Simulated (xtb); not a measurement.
Input for xtb: GFN1-xTB on C2H4 (SMILES C=C).

```
$ xtb mol.xyz --gfn 1 --sp --chrg 0 --uhf 0
6

C      0.00000000    -0.66757800    -2.12465900
C      0.00000000     0.66757800    -2.12465900
H      0.92362100    -1.23225300    -2.12618500
H     -0.92362100    -1.23225300    -2.12618500
H     -0.92362100     1.23225300    -2.12618500
H      0.92362100     1.23225300    -2.12618500
```

It printed:

```
[...]
           -------------------------------------------------
          |                Calculation Setup                |
           -------------------------------------------------



           -------------------------------------------------
          |                 G F N 1 - x T B                 |
           -------------------------------------------------

        Reference                      10.1021/acs.jctc.7b00118
      * Hamiltonian:
        H0-scaling (s, p, d)           1.850000    2.250000    2.000000
        zeta-weighting                 0.000000
      * Dispersion:
        s8                             2.400000
        a1                             0.630000
        a2                             5.000000
        s9                             0.000000
      * Repulsion:
        kExp                           1.500000
        rExp                           1.000000
      * Coulomb:
        alpha                          2.000000
        third order                    atomic
        anisotropic                    false
      * Halogen bond correction:
        rad-scale                      1.300000
        damping                        0.440000


          ...................................................
          :                      SETUP                      :
          :.................................................:
          :  # basis functions                  16          :
          :  # atomic orbitals                  16          :
          :  # shells                           12          :
          :  # electrons                        12          :
          :  # halogen bonds                     0          :
          :  max. iterations                   250          :
          :  Hamiltonian                  GFN1-xTB          :
          :  restarted?                      false          :
          :  GBSA solvation                  false          :
          :  PC potential                    false          :
          :  electronic temp.          300.0000000     K    :
          :  accuracy                    1.0000000          :
          :  -> integral cutoff          0.2500000E+02      :
          :  -> integral neglect         0.1000000E-07      :
          :  -> SCF convergence          0.1000000E-05 Eh   :
          :  -> wf. convergence          0.2000000E-04 e    :
          :  Broyden damping             0.4000000          :
          :  net charge                          0          :
          :  unpaired electrons                  0          :
          ...................................................

 iter      E             dE          RMSdq      gap      omega  full diag
   1     -6.4481027 -0.644810E+01  0.808E+00    5.45       0.0  T
   2     -6.4555360 -0.743332E-02  0.484E+00    5.45       1.0  T
   3     -6.4561327 -0.596677E-03  0.523E-01    5.45       1.0  T
   4     -6.4565969 -0.464275E-03  0.623E-02    5.45       1.0  T
   5     -6.4566052 -0.830969E-05  0.412E-04    5.45      99.1  T
   6     -6.4566052 -0.352622E-09  0.680E-06    5.45    6003.1  T
   7     -6.4566052 -0.133227E-13  0.940E-07    5.45   43417.6  T

   *** convergence criteria satisfied after 7 iterations ***

         #    Occupation            Energy/Eh            Energy/eV
      -------------------------------------------------------------
         1        2.0000           -0.6417035             -17.4616
         2        2.0000           -0.5959064             -16.2154
         3        2.0000           -0.5589632             -15.2102
         4        2.0000           -0.5163040             -14.0493
         5        2.0000           -0.4826946             -13.1348
         6        2.0000           -0.4475429             -12.1783 (HOMO)
         7                         -0.2473529              -6.7308 (LUMO)
         8                         -0.1091475              -2.9701
         9                         -0.1077628              -2.9324
        10                         -0.0808975              -2.2013
        11                         -0.0442553              -1.2042
       ...                                ...                  ...
        16                          0.5279066              14.3651
      -------------------------------------------------------------
                  HL-Gap            0.2001900 Eh            5.4474 eV
             Fermi-level           -0.3474479 Eh           -9.4545 eV

 SCC (total)                   0 d,  0 h,  0 min,  0.002 sec
 SCC setup                      ...        0 min,  0.000 sec (  2.803%)
 Dispersion                     ...        0 min,  0.000 sec (  1.187%)
 classical contributions        ...        0 min,  0.000 sec (  0.733%)
 integral evaluation            ...        0 min,  0.000 sec ( 22.866%)
 iterations                     ...        0 min,  0.001 sec ( 31.327%)
 molecular gradient             ...        0 min,  0.001 sec ( 37.620%)
 printout                       ...        0 min,  0.000 sec (  3.176%)

         :::::::::::::::::::::::::::::::::::::::::::::::::::::
         ::                     SUMMARY                     ::
         :::::::::::::::::::::::::::::::::::::::::::::::::::::
         :: total energy              -6.341653212970 Eh    ::
         :: gradient norm              0.027792465399 Eh/a0 ::
         :: HOMO-LUMO gap              5.447447271295 eV    ::
         ::.................................................::
         :: SCC energy                -6.456605240276 Eh    ::
         :: -> electrostatic           0.000155020827 Eh    ::
         :: repulsion energy           0.115872914302 Eh    ::
         :: dispersion energy         -0.000920886995 Eh    ::
         :: halogen bond corr.         0.000000000000 Eh    ::
         :: add. restraining           0.000000000000 Eh    ::
         :: total charge               0.000000000000 e     ::
         :::::::::::::::::::::::::::::::::::::::::::::::::::::

           -------------------------------------------------
          |                Property Printout                |
           -------------------------------------------------

    * Orbital Energies and Occupations

         #    Occupation            Energy/Eh            Energy/eV
      -------------------------------------------------------------
         1        2.0000           -0.6417035             -17.4616
         2        2.0000           -0.5959064             -16.2154
         3        2.0000           -0.5589632             -15.2102
         4        2.0000           -0.5163040             -14.0493
         5        2.0000           -0.4826946             -13.1348
         6        2.0000           -0.4475429             -12.1783 (HOMO)
         7                         -0.2473529              -6.7308 (LUMO)
         8                         -0.1091475              -2.9701
         9                         -0.1077628              -2.9324
        10                         -0.0808975              -2.2013
        11                         -0.0442553              -1.2042
        12                          0.2221679               6.0455
        13                          0.2886845               7.8555
        14                          0.3408709               9.2756
        15                          0.5024214              13.6716
        16                          0.5279066              14.3651
      -------------------------------------------------------------
                  HL-Gap            0.2001900 Eh            5.4474 eV
             Fermi-level           -0.3474479 Eh           -9.4545 eV

  Mulliken/CM5 charges         n(s)   n(p)   n(d)
     1C    -0.06004 -0.16499   1.048  3.012  0.000
     2C    -0.06004 -0.16499   1.048  3.012  0.000
     3H     0.03002  0.08249   0.970  0.000  0.000
Note: The following floating-point exceptions are signalling: IEEE_DENORMAL
normal termination of xtb
     4H     0.03002  0.08249   0.970  0.000  0.000
     5H     0.03002  0.08249   0.970  0.000  0.000
     6H     0.03002  0.08249   0.970  0.000  0.000

Wiberg/Mayer (AO) data.
largest (>0.10) Wiberg bond orders for each atom

 ---------------------------------------------------------------------------
     #   Z sym  total        # sym  WBO       # sym  WBO       # sym  WBO
 ---------------------------------------------------------------------------
     1   6 C    3.998 --     2 C    2.035     4 H    0.981     3 H    0.981
     2   6 C    3.998 --     1 C    2.035     5 H    0.981     6 H    0.981
     3   1 H    1.006 --     1 C    0.981
     4   1 H    1.006 --     1 C    0.981
     5   1 H    1.006 --     2 C    0.981
     6   1 H    1.006 --     2 C    0.981
 ---------------------------------------------------------------------------

Topologies differ in total number of bonds
Writing topology from bond orders to xtbtopo.mol

 dipole moment from electron density (au)
     X       Y       Z
   0.0000  -0.0000  -0.0013  total (Debye):    0.003


           -------------------------------------------------
          | TOTAL ENERGY               -6.341653212970 Eh   |
          | GRADIENT NORM               0.027792465399 Eh/α |
          | HOMO-LUMO GAP               5.447447271295 eV   |
           -------------------------------------------------

------------------------------------------------------------------------
------------------------------------------------------------------------
 total:
 SCF:
```

The run finished.

Cost: about 0.020 core-seconds (a rough figure).
